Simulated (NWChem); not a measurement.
## Total energies of diphosphorus (P₂)

SMILES: P#P
```xyz
2

P      0.0000     0.0000     0.9455
P      0.0000     0.0000    -0.9455
```
Charge 0, spin multiplicity 1.

Program: NWChem. All single points use one geometry, from PBE0/def2-SVP, a minimum by its harmonic frequencies.

Basis set: def2-QZVP (140 functions).

```tsv
method	total energy (Ha)	relative cost
RHF	-681.49944	1
MP2	-681.79972	under 3
B2PLYP	-682.49775	4
PBE	-682.42366	under 3
B3LYP	-682.76961	under 3
LC-wPBE (omega 0.3 per bohr)	-682.44743	20
```

Total energies of different functionals aren't comparable as a measure of quality: only differences taken within one method are. Costs are rough ratios of processor time within this set of runs, SCF included, with RHF as 1.

The correlated methods keep 10 core orbitals frozen. B3LYP has NWChem's definition, with VWN1-RPA local correlation. GW and range-separated runs recompute their integrals, the others keep them in memory, which bears on the times.
